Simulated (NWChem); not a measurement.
# nitrogen (N2); SMILES N#N

Results from NWChem. Each level has its own optimisation. Entropies are gas-phase, rigid-rotor, harmonic values for NWChem's default masses at 298.15 K and 1 bar, so the errors hold that model's part too (torsions, anharmonicity).

Measured entropy at 1 bar: 45.8 cal/(mol K) (CRC Handbook, as tabulated in the package chemicals).

```json
[
 {"level": "Hartree-Fock/3-21G", "entropy at 1 bar (cal/(mol K))": "45.7", "computed − measured": "-0.1"},
 {"level": "BP86/def2-TZVP", "entropy at 1 bar (cal/(mol K))": "45.8", "computed − measured": "0.0"},
 {"level": "BLYP/def2-SVP", "entropy at 1 bar (cal/(mol K))": "45.8", "computed − measured": "0.0"},
 {"level": "PBE0-D3(BJ)/def2-TZVP", "entropy at 1 bar (cal/(mol K))": "45.7", "computed − measured": "-0.1"}
]
```
